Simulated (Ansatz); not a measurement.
A relaxed structure of Ni. Space group Fm-3m (No. 225), fcc (Cu type). Computed with PBE (plane waves to 420 eV, PAW, scalar-relativistic; Ansatz, an electronic-structure program).

```cif
data_Ni
_chemical_formula_sum 'Ni1'
_space_group_name_H-M_alt 'P 1'
_space_group_IT_number 1
_cell_length_a 2.48820
_cell_length_b 2.48820
_cell_length_c 2.48820
_cell_angle_alpha 60.000
_cell_angle_beta 60.000
_cell_angle_gamma 60.000
loop_
_space_group_symop_operation_xyz
  'x, y, z'
loop_
_atom_site_label
_atom_site_type_symbol
_atom_site_fract_x
_atom_site_fract_y
_atom_site_fract_z
_atom_site_occupancy
Ni1 Ni 0.00000 0.00000 0.00000 1
```

What magnetic moment does PBE give?

Net 0.63 μB/atom, ferromagnetic.

Spin state reached: ferromagnetic (net 0.63 μB/atom), from parallel starting moments; other spin orders were not run from this start.

Measured for Ni: a 3.508 Å (static lattice; corrected from measurement; as listed in Daniel Mejia-Rodriguez, S. B. Trickey, Phys. Rev. B (2018)). Computed minus measured — a: PBE +0.3 %. The computed values are for a static lattice.

The run could not lose the symmetry of its start.

It was reached from a disturbed copy of a Pm-3m (No. 221) cell (AFLOW prototype A_cP1_221_a (A_h)), against which it lies -0.71 eV/atom.
